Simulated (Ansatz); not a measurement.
An Ansatz input:

```yaml
crystal:
  lattice:
    - [-1.4148813462, 1.4148813462, 1.4148813462]
    - [1.4148813462, -1.4148813462, 1.4148813462]
    - [1.4148813462, 1.4148813462, -1.4148813462]
  atoms:
    - { symbol: Cr, position: [0.0, 0.0, 0.0], spin: 1.5, spin_axis: [0, 0, 1] }
hamiltonian:
  xc: r2scan
  pseudopotentials:
    kind: paw_fr
    azcp:
      Cr: "pseudopotentials/Cr.paw.azcp"
basis:
  ecutwfc: 500
  fft_grid_basis: typed
kpoints:
  mp_grid: { grid: [15, 15, 15], shift: [0, 0, 0] }
magnetization:
  noncollinear: true
  spin_orbit: true
scf:
  occupations: { method: fermi_dirac, width: 0.05 }
```

and its output:

```
Engine: ansatz 0.2.0, x86_64-unknown-linux-gnu
Pseudopotentials: kind: paw_fr
Pseudopotential: Cr, paw_fr, valence charge 14, recommended cutoff 500 eV (meta_gga) 
Functional definition: r2SCAN
  parameter k0 = 0.174
  parameter k1 = 0.065
  parameter a1 = 4.9479
  exchange = r2scan_x(k0 = k0, k1 = k1, a1 = a1)
  correlation = r2scan_c
Crystal: 1 atoms, lattice volume = 11.330 Å³
Basis set: ecut = 500 eV, 321 PW (Γ), exchange–correlation on 72×72×72 points (64 copies of the dense FFT grid, shifted against one another)
Bands: 22, of which v1, the nominal top of the filled ones, is band 14 counted from 1 (13 counted from 0)
Symmetry: 8 space group operations + 8 with time reversal
Magnetic group: BNS 139.537 (UNI 1197), of the structure as read, at distance tolerance 2.2e-5 Å
k-points: 288 of 3375 (time reversal used)
Projection manifold: j_resolved (fully-relativistic pseudo-atomic orbitals)
Non-local potential: Cr, projectors of the file, l = 0: 3, l = 1: 4, l = 2: 6, l = 3: 2
PAW form: soft (Blöchl's): semilocal exchange-correlation on the pseudo side does not see the compensation charge
PAW frozen core: Cr, regenerated for the run's functional (the file was generated under x = pbe(κ = 0.804, μ = 0.2195149727645171), c = pbe(β = 0.06672455060314922))
PAW one-centre angular grid: Cr, 590 points (default); XC on 224 Gauss nodes
Initial density: superposition of atomic densities (chi_scale 0.1, normalization cell)
Starting moments: Σ|m| = 1.5 μB on 1 of 1 site
Initial wavefunctions: pseudopotential atomic-orbital guess
Functional: x = r2scan, c = r2scan; τ floored in thin density (d = 2e-4 eV/Å³)
SCF iter   1: F=—  HF=-3382.413091 eV  |F-HF|=—  |Δ(HF+E_count)|=         —  Δρ=2.44e-1  dr2=5.45e0  dr2_τ=6.02e-2  dr2_m=1.37e0  ethr=3.10e-3  |M|=3.38e-1 ∫|m|=3.73e-1 μB  |m|>n=0.0e0 m-floor=0.0e0 τ_xc=0.0e0  β_m=1.00  ⟨swp⟩=6.4  Hψ=33425  notcnv=0  defer=24
SCF iter   2: F=—  HF=-3381.229849 eV  |F-HF|=—  |Δ(HF+E_count)|=    1.18e0  Δρ=5.98e-2  dr2=2.87e-1  dr2_τ=1.25e-2  dr2_m=4.55e-3  ethr=3.10e-3  |M|=2.56e-1 ∫|m|=3.17e-1 μB  |m|>n=0.0e0 m-floor=0.0e0 τ_xc=1.3e-4  β_m=1.00  ⟨swp⟩=2.6  Hψ=14814  notcnv=0  defer=561  κ⁻¹=1.0e0(r=1)
SCF iter   3: F=—  HF=-3381.324037 eV  |F-HF|=—  |Δ(HF+E_count)|=   9.42e-2  Δρ=3.10e-2  dr2=3.73e-2  dr2_τ=2.01e-3  dr2_m=1.21e-3  ethr=2.05e-3  |M|=2.36e-1 ∫|m|=2.85e-1 μB  |m|>n=0.0e0 m-floor=0.0e0 τ_xc=1.6e-4  β_m=1.00  ⟨swp⟩=2.5  Hψ=10627  notcnv=0  defer=509  κ⁻¹=1.6e-3(r=2)
SCF iter   4: F=—  HF=-3381.376054 eV  |F-HF|=—  |Δ(HF+E_count)|=   5.20e-2  Δρ=9.94e-3  dr2=4.51e-3  dr2_τ=1.11e-4  dr2_m=2.56e-3  ethr=2.67e-4  |M|=2.02e-1 ∫|m|=2.39e-1 μB  |m|>n=0.0e0 m-floor=0.0e0 τ_xc=1.6e-4  β_m=1.00  ⟨swp⟩=2.0  Hψ=11882  notcnv=0  defer=509  κ⁻¹=2.0e-6(r=3)
SCF iter   5: F=—  HF=-3381.399504 eV  |F-HF|=—  |Δ(HF+E_count)|=   2.34e-2  Δρ=8.92e-3  dr2=3.66e-3  dr2_τ=8.22e-5  dr2_m=2.07e-3  ethr=3.22e-5  |M|=1.69e-1 ∫|m|=2.00e-1 μB  |m|>n=0.0e0 m-floor=0.0e0 τ_xc=1.4e-4  β_m=1.00  ⟨swp⟩=2.0  Hψ=12484  notcnv=0  defer=493  κ⁻¹=1.8e-6(r=4)
...
SCF iter  16: F=—  HF=-3381.449262 eV  |F-HF|=—  |Δ(HF+E_count)|=   2.88e-6  Δρ=4.76e-5  dr2=2.27e-8  dr2_τ=1.90e-9  dr2_m=5.92e-8  ethr=1.16e-11  |M|=1.07e-3 ∫|m|=1.11e-3 μB  |m|>n=0.0e0 m-floor=0.0e0 τ_xc=2.4e-8  β_m=1.20  ⟨swp⟩=4.0  Hψ=17282  notcnv=0  κ⁻¹=1.6e-6(r=8)
SCF iter  17: F=—  HF=-3381.449265 eV  |F-HF|=—  |Δ(HF+E_count)|=   2.73e-6  Δρ=2.55e-5  dr2=3.79e-9  dr2_τ=5.90e-10  dr2_m=1.68e-8  ethr=1.16e-11  |M|=2.11e-4 ∫|m|=2.38e-4 μB  |m|>n=0.0e0 m-floor=0.0e0 τ_xc=7.3e-10  β_m=1.20  ⟨swp⟩=3.7  Hψ=16239  notcnv=0  κ⁻¹=1.5e-7(r=8)
SCF iter  18: F=—  HF=-3381.449265 eV  |F-HF|=—  |Δ(HF+E_count)|=   1.69e-8  Δρ=3.16e-6  dr2=5.96e-10  dr2_τ=1.94e-11  dr2_m=2.60e-10  ethr=1.16e-11  |M|=1.11e-4 ∫|m|=1.25e-4 μB  |m|>n=0.0e0 m-floor=0.0e0 τ_xc=8.5e-11  β_m=1.20  ⟨swp⟩=3.0  Hψ=15596  notcnv=0  κ⁻¹=3.7e-8(r=8)
SCF iter  19: F=-3381.449265 eV  HF=-3381.449265 eV  |F-HF|=1.43e-9  |Δ(HF+E_count)|=   2.49e-8  Δρ=5.14e-7  dr2=1.17e-11  dr2_τ=3.25e-13  dr2_m=7.98e-12  ethr=4.26e-12  |M|=2.00e-5 ∫|m|=2.21e-5 μB  |m|>n=0.0e0 m-floor=0.0e0 τ_xc=2.8e-13  ⟨swp⟩=3.0  Hψ=15173  notcnv=0
WARN: the starting moments were not kept: the SCF closed with an absolute magnetisation of 2.2e-5 μB, where they sum to 1.5 μB in size (1 site). That is at most 0.1 of that sum. Measured as dr2_m measures the in/out step, that magnetisation stands 6.2e-10 eV from none, at or under the dr2_threshold of 1.0e-7 eV: it is no larger than a step whose dr2_m would equal this threshold. The system may hold no moment; this SCF shows only that its start led to no more than that. To try another start: raise the starting moments (crystal.atoms[].spin, magnetization.per_species, magnetization.initial_magnetization, or on a non-collinear deck that types none of these the spinor_matrix: blocks that start its atoms; where the total moment is fixed, keep their sum and leave initial_magnetization as it is; typed ones take the place of any that the run laid by itself, positive ones on a crystal's lanthanoids without a Hubbard term where scf.initial_density.shell_occupations: [] is typed) or, if the notice of its spin-set hold's release reads "site moments contracting" or "site moments show no strong build", lengthen the hold (scf.mixing.spin_hold: { on: { confirm: 4 } }; for m-r²SCAN on two components see the key's manual first). Each may lead to a state that holds a moment. A second SCF, from the converged charge density, with the starting moments and any scf.initial_density.shell_occupations laid on it anew, would have followed, and was not run: the deck does not ask for one (magnetization.retry_lost_moments is false, the default). To let it run, set magnetization.retry_lost_moments: true and run the deck again, where that key's refused combinations let it; where memory then withholds it, that run's warning says so.
SCF 1 converged in 19 iterations: F = -3381.449265 eV  dr2 = 1.17e-11
SCF converged after 19 iterations
Stability not checked: this state was not tested for a lower state beside it, because the mixer in use, unlike msr1, does not test its closes by its own steps (another_mixer; see scf.mixing.algorithm and scf.lower_state_search)
Magnetization: |M| = 0.0000 μB,  M = (-0.0000, +0.0000, -0.0000) μB
Absolute magnetization: 0.0000 μB (∫|m|, with the PAW one-centre terms)
  site 0: m = (+0.0000, -0.0000, -0.0000) μB, |m| = 0.0000 μB  (R = 1.01 Å)
Free energy (F): -3381.449265 eV
Harris-Foulkes:  -3381.449265 eV  (|F-HF|=1.43e-9)
Internal energy: -3381.441627 eV  (E = F + TS)
E sigma→0 (E₀):  -3381.445446 eV
Entropy (-TS):   -0.007637 eV (-7.637 meV/atom)
Fermi energy:    19.759636 eV
--- Per-component energies (eV) ---
  E_band       = -156.340683
  E_kinetic    = 344.010831
  E_local      = -1155.097016  (includes V_loc(G=0)·N_el)
  E_nonlocal   = 78.423205
  E_hartree    = 505.627946
  E_xc         = -138.287957
  E_vxc        = -201.230098  (∫ρ·V_xc dr)
  E_paw        = -1201.009047  (= ΣΔE_a)
  E_vpaw       = -246.387169  (= ΣTr[D̂ρ^β])
  E_aug_tail   = 0.000233  (compensation charges beyond the density's cutoff)
  E_vtau       = 12.683586  (kinetic-family band-sum trace: ∫τ·v_τ [+ j·A + Jᵃ·Aᵃ] dr)
  E_ewald      = -1814.837626
  E_core_change = -0.272197  (= ΣΔE_core)
  E_smearing   = -0.007637  (= −TS)
  E_closure    = 0.000000  (closes the sum)
  Σ components = -3381.449265   (vs F -3381.449265, Δ=0.00e0)
```
